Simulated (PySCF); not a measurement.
Ionisation energy of O by level of theory

O [He] 2s2 2p4 (3P) → O+ [He] 2s2 2p3 (4S), as a difference of total energies. Calculation: PySCF 2.14, in dyall-av3z; scalar relativity by spin-free X2C-1e. Correlated levels: valence: 1s2 frozen; virtual orbitals above 40 to 60 times the deepest correlated orbital energy dropped. The calculations carry no spin-orbit coupling.

Q: Order these methods by the ionisation energy they give, lowest first.
A. MP2 (valence)
B. CCSD (valence)
C. CCSD(T) (valence)
D. SCS-MP2 (valence)

A: A (13.327 eV), B (13.363 eV), C (13.413 eV), D (13.433 eV).

Errors of the correlated levels include the incompleteness of this basis and the frozen core.

For comparison: 13.608 eV (measured; NIST levels, between the centres of gravity of the two terms).
